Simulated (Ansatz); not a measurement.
hcp Os was calculated with PBEsol (PAW; Ansatz, a first-principles code).

Numerical settings: plane-wave cutoff 500 eV, 14×12×1 k mesh (along the axes of the cell as run), Fermi–Dirac smearing 0.1 eV, scalar-relativistic PAW data made under PBE.

Task: What does this level give for the surface energy of the (11-20) face and work function of the (11-20) face?

Result: 
- surface energy of the (11-20) face: 4.62 J/m²
- work function of the (11-20) face: 4.88 eV

The slab of 20 atoms is relaxed and unreconstructed.

Spin–orbit coupling is not included.

Computing time: very roughly 60 core-minutes.
